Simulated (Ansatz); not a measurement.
Results of PBE in Ansatz (plane waves, PAW) for diamond.

Numerical settings: plane-wave cutoff 520 eV, 16×16×16 k mesh, perturbation theory, scalar-relativistic PAW data made under PBE.

Cell (relaxed at this level):

```xyz
2
Lattice="0.0000 1.7858 1.7858 1.7858 0.0000 1.7858 1.7858 1.7858 0.0000" Properties=species:S:1:pos:R:3 pbc="T T T"
C      1.7858     1.7858     1.7858
C      2.6787     2.6787     2.6787
```

Predict the electronic dielectric constant ε∞ and zone-centre TO phonon frequency.


- electronic dielectric constant ε∞ = 5.85
- zone-centre TO phonon frequency = 1290 cm⁻¹

Measured, for comparison: high-frequency dielectric constant 5.7 (300 K, no zero-point or thermal correction, our sources range from 5.50 to 5.70; as tabulated in Skelton et al. (2020), arXiv:2005.00277); zone-centre TO phonon frequency 1333 cm⁻¹ (low temperature, zero-point motion not removed; as tabulated in Kunc et al. (2003), arXiv:cond-mat/0304692). Computed (rounded) less measured: high-frequency dielectric constant +3 % (+3 % to +6 % over the range), zone-centre TO phonon frequency -3 %.

Ansatz is a program for electronic structure.
